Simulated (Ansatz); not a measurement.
# BHCl2 (quintet): the correlation ladder, cc-pVDZ

Aim: climb from Hartree-Fock through coupled cluster and multireference methods for BHCl2 (quintet) at one geometry and basis, and see what each rung misses.

Method: cc-pVDZ, core rule «outside noble gas», up to 11 orbitals frozen; program: Ansatz 0.2.0, Gaussian basis.

Plan: UHF; CCSD(T) on ROHF; CCSD(T) on UHF; BCCD(T) on ROHF; CISD; CCSDT(Q) on ROHF; CCSDT(Q) on UHF; CASSCF and MRCISD+Q, 14 electrons in 11 orbitals; CASSCF and NEVPT2, 14 electrons in 11 orbitals.

22 further runs of the same task are left out: 11 that didn't finish, 11 set aside as unsound or not needed.

### 1 What is computed

The geometry is a PBE0/def2-TZVP stationary point (not a proven minimum) of the parent state, kept for this charge and spin.

4 atoms, charge 0, spin multiplicity 5.

Atoms are counted from 1 here; the program's logs count them from 0.

Bond lengths: Cl1–B2 1.737 Å, B2–Cl3 1.737 Å, B2–H4 1.274 Å. Angles: Cl1–B2–Cl3 145.6°, Cl1–B2–H4 107.2°, Cl3–B2–H4 107.2°.

### 2 UHF

in.yaml reads:

```yaml
crystal:
  periodic: [false, false, false]
  atoms:
    - {symbol: Cl, position_ang: [0.000000, -0.088841, 1.659008]}
    - {symbol: B, position_ang: [0.000000, 0.424315, 0.000000]}
    - {symbol: Cl, position_ang: [0.000000, -0.088841, -1.659008]}
    - {symbol: H, position_ang: [0.000000, 1.698628, 0.000000]}
basis:
  gaussian: {orbitals: cc-pVDZ}
magnetization: {spin_polarized: true, initial_magnetization: 4}
hamiltonian: {xc: hf}
output: {orbitals: {seedname: orbitals}}
```

On the command line:

```
$ ansatz run in.yaml --threads 1 --pin off --events-out ev --progress --plain --max-ram 2393MiB
```

After this run come: CCSD(T) on ROHF; CCSD(T) on UHF; BCCD(T) on ROHF; CISD; CCSDT(Q) on ROHF; CCSDT(Q) on UHF; CASSCF and MRCISD+Q, 14 electrons in 11 orbitals; CASSCF and NEVPT2, 14 electrons in 11 orbitals.

Q: Predict the results of all the runs planned. Wanted: UCCSDT(Q) below the RHF energy; RMP2 from UCCSDT(Q); UMP2 from UCCSDT(Q); RCCSD from UCCSDT(Q); RCCSD(T) from UCCSDT(Q); UCCSD(T) from UCCSDT(Q); RCCSDT(Q) from UCCSDT(Q); NEVPT2 valence from UCCSDT(Q); MRCISD+Q valence from UCCSDT(Q).

**Answer**, as computed:

| quantity | value |
| --- | --- |
| UCCSDT(Q) below the RHF energy | -10.6306 eV |
| RMP2 from UCCSDT(Q) | +1536.6 meV |
| UMP2 from UCCSDT(Q) | +1602.4 meV |
| RCCSD from UCCSDT(Q) | +372.0 meV |
| RCCSD(T) from UCCSDT(Q) | +83.9 meV |
| UCCSD(T) from UCCSDT(Q) | +84.2 meV |
| RCCSDT(Q) from UCCSDT(Q) | +1.6 meV |
| NEVPT2 valence from UCCSDT(Q) | +1731.3 meV |
| MRCISD+Q valence from UCCSDT(Q) | +164.3 meV |
| levels within 1 kcal/mol (43 meV) | RCCSDT, UCCSDT, RCCSDT(Q) |
| T1 diagnostic | 0.038 |
| effectively unpaired electrons | 4.01 |

In words: RCCSD(T) lands +83.9 meV from the yardstick (0.8 % of the correlation energy). One determinant dominates. Of the multireference levels listed MRCISD+Q valence comes nearest in total energy (+164.3 meV), which doesn't show that its space is the better one. These misses are within one basis, not against nature; the frozen cores of restricted and unrestricted runs differ, which can shift their rows.
